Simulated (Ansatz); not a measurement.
C2H5FN2, SMILES `C/N=C(/N)F`. The species carries charge 0 and has multiplicity 1. The structure was optimised at the PBE0-D4/def2-TZVP level. It is one conformer, not always the lowest.

```xyz
10

C     0.947    0.304    1.318
N    -0.263   -0.117    0.650
C    -0.300   -0.140   -0.596
N    -1.325   -0.604   -1.363
F     0.722    0.256   -1.387
H     1.801   -0.333    1.064
H     0.792    0.248    2.395
H     1.219    1.334    1.068
H    -1.405   -0.214   -2.286
H    -2.189   -0.734   -0.864
```

(1) What is the dipole moment at B3LYP/def2-TZVPP? (Estimate.)

(2) And with PBE, r2SCAN, ωB97M-V? (An estimate is asked.)

(3) Give the Mulliken charges with B3LYP, ωB97M-V, PBE in def2-TZVPP. (Estimate.)

Results:

(1) Ansatz gave: 1.72 D, with components (-1.12, 0.43, -1.24) D in this frame, pointing from negative to positive charge.

(2) Ansatz gave: PBE 1.75 D, r2SCAN 1.79 D, ωB97M-V 1.72 D.

(3) Ansatz gave: 
| atom | B3LYP | ωB97M-V | PBE |
| --- | --- | --- | --- |
| C1 | -0.16 | -0.24 | -0.18 |
| N2 | -0.28 | -0.29 | -0.24 |
| C3 | 0.30 | 0.33 | 0.21 |
| N4 | -0.28 | -0.23 | -0.27 |
| F5 | -0.22 | -0.21 | -0.18 |
| H6 | 0.09 | 0.12 | 0.09 |
| H7 | 0.11 | 0.12 | 0.10 |
| H8 | 0.09 | 0.12 | 0.09 |
| H9 | 0.16 | 0.14 | 0.17 |
| H10 | 0.18 | 0.15 | 0.19 |

B3LYP here is the variant with VWN-RPA as its local correlation; programs differ in this.
